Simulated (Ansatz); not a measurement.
Reaction (SMILES): FCF → [CH2]F (CH2-F) + F atom
B3LYP-D3(BJ)/def2-TZVP geometries, fixed; electronic energies without zero-point terms.

The bond dissociation energy at MP2 with Ansatz (a first-principles code), in kcal/mol, split into its Hartree-Fock and correlation parts. Cores are frozen. Open shells are unrestricted. No added dispersion term, no relativity. Functions are those of the species that has most.

```tsv
basis	X	functions	Hartree-Fock	MP2
cc-pVDZ	2	52	77.28	119.00
cc-pVTZ	3	118	80.22	127.72
cc-pVQZ	4	225	80.12	130.01
cc-pV5Z	5	383	80.04	130.79
```

Worked estimate of the basis-set limit from each neighbouring pair, with Hartree-Fock from the larger set and the correlation part extrapolated as X^-3.
Correlation parts: X = 2: 41.72, X = 3: 47.50, X = 4: 49.89, X = 5: 50.75.
- (2,3): (27·(47.50) - 8·(41.72))/19 = 49.93; with Hartree-Fock 80.22 the estimate is 130.15 kcal/mol.
- (3,4): (64·(49.89) - 27·(47.50))/37 = 51.63; with Hartree-Fock 80.12 the estimate is 131.75 kcal/mol.
- (4,5): (125·(50.75) - 64·(49.89))/61 = 51.65; with Hartree-Fock 80.04 the estimate is 131.69 kcal/mol.
The last two estimates differ by 0.06 kcal/mol; the largest set lies 0.90 from the last. Over the last step Hartree-Fock moves by -0.08 and the correlation part by 0.86.
